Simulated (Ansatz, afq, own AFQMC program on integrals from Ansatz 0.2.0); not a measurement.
## Where AFQMC and coupled cluster stand for AlBH, doublet

```yaml
atoms:
  - { symbol: B, position_ang: [0.0000, -0.1321, 1.5168] }
  - { symbol: Al, position_ang: [0.0000, 0.0940, -0.5475] }
  - { symbol: H, position_ang: [0.0000, -1.1006, -1.6138] }
```

Connectivity, by distances: B–AlH.

Basis 6-31G. Noble-gas cores (and the filled d shells of Ga–Kr and In–Xe) are frozen. Integrals, coupled cluster, full CI and functionals: Ansatz 0.2.0; the random walks run on the same integrals in our own AFQMC program. ph-AFQMC/CISD is guided by a CISD state made of CCSD amplitudes; releasing the constraint for a short imaginary time cuts its bias at the price of noise, slowly where states lie close. Error bars are statistical, one sigma.

Determinant: ROHF, the one that the program's search chose, which needn't be the lowest solution. The geometry is a point of a scan.

Full CI on the same integrals is exact in this basis and with this determinant's frozen core.

Cautions: a spin-contaminated unrestricted determinant lies lower (UHF 1.24 eV lower, ⟨S²⟩ 1.66); the search met a lower determinant of the same kind, perhaps of another symmetry (288 meV lower), and this one is a saddle point; strong correlation (T1 0.099, weight of the determinant 0.73, largest double 0.23); the released energies are still falling, so no released level is given (meV from the phaseless value at times in 1/Eh: -6 ± 4 at 0.24, -10 ± 4 at 0.51, -23 ± 3 at 0.99, -32 ± 4 at 1.62, -42 ± 3 at 2.40); the next higher spin lies close (full CI puts it 40 meV above).

- T1 diagnostic: 0.0992
- weight of the determinant in the CISD state: 0.734
- size of the correlated space: 7 electrons in 18 orbitals

```tsv
level	correlation energy (eV)
MP2	-2.2267
CCSD	-3.2975
CCSD(T)	-3.4474
```

Question: Estimate where phaseless AFQMC with a CISD trial lies against CCSD(T) on the same integrals.

Answer: 0.3 ± 0.4 kJ/mol above CCSD(T). The gap is under twice the noise, so this walk alone can't tell the two apart.

Reference: full CI, correlation energy -3.506 eV. The cautions show a poor starting determinant, so the rows tell how each method copes with it here, and full CI is the sure value.

```
        level  E − E(reference) (kJ/mol)  share of correlation (%)
      CCSD(T)                        5.6                     98.34
        CCSDT                        1.7                     99.50
     CCSDT(Q)                        0.3                     99.90
       CCSDTQ                        0.1                     99.97
ph-AFQMC/CISD                  5.9 ± 0.4                     98.24
```

CCSDT and higher add their correlation energy to the determinant of the CCSD(T) run, since their own runs factorise the integrals more tightly (a shift of under 2 meV). A walk keeps the symmetry of its determinant, which the program's search chose and which needn't be the lowest solution, so a lower state of the same spin and another symmetry isn't excluded.
